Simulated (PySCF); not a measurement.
C5H9N (charge +1 and doublet state).
Geometry (GFN2-xTB, Å), atoms numbered from 1 in this order:
```
atom  x, y, z in Å
C1     1.8973   -0.2571    0.1849
N2     0.4952   -0.0760    0.1021
C3    -0.4280   -1.1116   -0.2019
C4    -1.7422   -0.4231   -0.3007
C5    -1.5862    0.8848   -0.0802
C6    -0.1542    1.1844    0.1856
H7     2.1340   -1.2571    0.5500
H8     2.3421    0.4882    0.8454
H9     2.3723   -0.1473   -0.8002
H10   -0.4306   -1.8937    0.5748
H11   -0.1590   -1.6406   -1.1304
H12   -2.6550   -0.9459   -0.5147
H13   -2.3462    1.6428   -0.0792
H14    0.2643    1.9094   -0.5309
H15   -0.0082    1.6508    1.1735
```

The hyperfine couplings belong to this conformer and change with its torsions.

As a line formula: `[N+]1(CC=CC1)C` [radical] (charge +1).

Method used: UKS B3LYP, pcH-1 on C H N, non-relativistic, mean-field spin-orbit, GIAO (PySCF). Geometry: GFN2-xTB; no solvent, vibrations or thermal averaging. A GFN2-xTB geometry isn't a minimum of the functional, and hyperfine couplings can be far from their values at a DFT geometry, by a factor of two or more for some ions and for spin on atoms past the first row. Stability of the SCF solution: not tested.

Principal values of hyperfine tensors in MHz (contact and dipolar terms together), for some of the nuclei:

```csv
atom,isotope,A1,A2,A3,alike by the symmetry of this geometry
H11,1H,183.14,186.46,199.16,H14
H9,1H,151.22,153.17,165.22,none
H8,1H,33.74,35.71,47.44,H7
N2,14N,0.25,0.61,109.71,none
C3,13C,-40.97,-35.68,-30.06,C6
C1,13C,-30.59,-25.41,-23.32,none
H13,1H,-4.55,-4.37,1.12,H12
C4,13C,-2.42,-0.04,2.17,C5
```

(1) Give the isotropic coupling of each nucleus in MHz and in mT (g = 2.0035), and the anisotropic part.

(2) What spin density at the nucleus of H11 lies behind its contact coupling (g_N = 5.58569)?

(3) H15 (1H, g_N = 5.58569) isn't in the table. Its spin density at the nucleus is 0.043 bohr⁻³. What is its contact coupling?

(4) Which nucleus of the table has the largest anisotropic coupling, and what is its form?

(5) What first-order splitting does H11 cause when the field lies along A1, A2 or A3 of its tensor (g taken as isotropic, no quadrupole term)?

## Answers

(1) a_iso = (A1 + A2 + A3)/3, Ti = Ai − a_iso; 1 mT corresponds to 28.042 MHz.

| atom | a_iso (MHz) | a_iso (mT) | T1 | T2 | T3 |
| --- | --- | --- | --- | --- | --- |
| H11 | 189.58 | 6.761 | -6.44 | -3.13 | 9.57 |
| H9 | 156.54 | 5.582 | -5.32 | -3.37 | 8.69 |
| H8 | 38.97 | 1.390 | -5.23 | -3.25 | 8.48 |
| N2 | 36.86 | 1.314 | -36.61 | -36.25 | 72.86 |
| C3 | -35.57 | -1.268 | -5.40 | -0.11 | 5.51 |
| C1 | -26.44 | -0.943 | -4.15 | 1.03 | 3.12 |
| H13 | -2.60 | -0.093 | -1.95 | -1.77 | 3.72 |
| C4 | -0.10 | -0.003 | -2.32 | 0.06 | 2.27 |

(2) a_FC = 800.24 MHz bohr³ × g_N × ρ(0)/(2S). With a_FC = 189.58 MHz and 2S = 1, ρ(0) = 0.04241 bohr⁻³. In magnitude that is 13.3 % of the 1/π = 0.318 of a free hydrogen atom.

(3) By the same relation, a_FC = 192.2 MHz. Its full tensor has the principal values 185.75, 188.50, 202.34 MHz.

(4) N2: -36.6, -36.3, 72.9 MHz, axial, in the ratio −1:−1:+2, the form that spin in one p orbital centred on that nucleus gives.

(5) 2 lines (I = 1/2), spaced by |A_i|/(g × 13.996): 6.53, 6.65, 7.10 mT along the axes of A1, A2 and A3.
